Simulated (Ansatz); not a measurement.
Geometry optimisation, UKS r2SCAN-D4/6-31G* (Ansatz 0.2.0).

Input:

```yaml
crystal:
  periodic: [false, false, false]
  atoms:
    - { symbol: Al, position_ang: [0.160257, 0.559429, -0.294594] }
    - { symbol: F, position_ang: [-0.266067, -0.434002, 2.374144] }
    - { symbol: F, position_ang: [1.392706, -0.386343, -0.905075] }
    - { symbol: H, position_ang: [-1.344256, 0.078451, -0.625854] }
    - { symbol: H, position_ang: [0.16986, 0.182465, 2.92638] }
magnetization:
  spin_polarized: true
  initial_magnetization: 1
basis:
  gaussian: { orbitals: "6-31G*" }
hamiltonian:
  xc: r2scan
  dispersion: d4
relax:
  f_tol: 0.03
  max_steps: 50
```

Command:

```bash
$ ansatz run input.yaml --threads 1 --pin off --max-ram 2048MiB --backend cpu --events-out ev --progress --plain --runs-dir out
```

Problem. Where does it end, and by what steps?

Solution. The run converged. After 20 steps the energy has fallen by 0.627 eV; H5 moved furthest, 1.41 Å. Joined: Al1–F2 (2.88 → 2.02 Å).

| step | energy less start (eV) | largest force component (eV/Å) | accepted |
| --- | --- | --- | --- |
| 0 | 0.0000 | 0.320 | yes |
| 1 | -0.0874 | 0.777 | yes |
| 2 | -0.2090 | 0.727 | yes |
| 3 | -0.2686 | 0.304 | yes |
| 4 | -0.2502 | 0.767 | no |
| 5 | -0.2875 | 0.216 | yes |
| 6 | -0.2937 | 0.249 | yes |
| 7 | -0.3081 | 0.070 | yes |
| 8 | -0.3086 | 0.785 | yes |
| 9 | -0.3608 | 0.411 | yes |
| 10 | -0.3788 | 0.341 | yes |
| 11 | -0.4054 | 1.981 | yes |
| 12 | -0.4595 | 1.754 | yes |
| 13 | -0.5569 | 0.330 | yes |
| 14 | -0.5998 | 0.244 | yes |
| 15 | -0.6184 | 0.162 | yes |
| 16 | -0.6251 | 0.076 | yes |
| 17 | -0.6269 | 0.043 | yes |
| 18 | -0.6271 | 0.059 | yes |
| 19 | -0.6273 | 0.033 | yes |
| 20 | -0.6274 | 0.003 | yes |

```xyz
5
Properties=species:S:1:pos:R:3
Al -0.145 0.673 0.058
F -0.228 0.137 2.001
F 1.251 -0.351 0.341
H -1.368 -0.128 -0.610
H 0.603 -0.331 1.685
```

Whether the end is a true minimum wasn't checked by a vibrational analysis.

The run took 100 s on 1 thread of Arm Neoverse V1 (shared host), peak memory 0.16 GiB.
